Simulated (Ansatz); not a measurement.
Mulliken charges of C$_{3}$H$_{5}$NO, SMILES `CC(N)=C=O` from ωB97M-V/def2-TZVPP in Ansatz (PBE0-D4/def2-TZVP geometry).

```tsv
atom	x (Å)	y (Å)	z (Å)	charge (e)
C1	-1.136	-0.514	0.393	-0.279
C2	0.122	0.100	-0.135	0.013
N3	1.335	-0.025	0.613	-0.326
C4	0.155	0.758	-1.274	0.213
O5	0.222	1.345	-2.276	-0.182
H6	-1.387	-0.093	1.372	0.105
H7	-1.013	-1.594	0.517	0.105
H8	-1.980	-0.342	-0.278	0.090
H9	2.059	-0.541	0.133	0.130
H10	1.706	0.856	0.938	0.130
```

Question: By hand: the dipole of these point charges (1 e Å = 4.8032 D).

Answer: Σ q r = (-0.065, -0.097, 0.144) e Å, of length 0.185 e Å = 0.89 D.

Question: How does the dipole of the full density compare? (Estimate.)

Answer: Ansatz gave: (0.103, -0.070, 0.171) e Å, 1.02 D; the point charges give 0.87 times that, at 51° from its direction.

Point charges leave out the atoms' own dipoles, such as those of lone pairs, and Mulliken's split depends on the basis, so the two needn't agree.
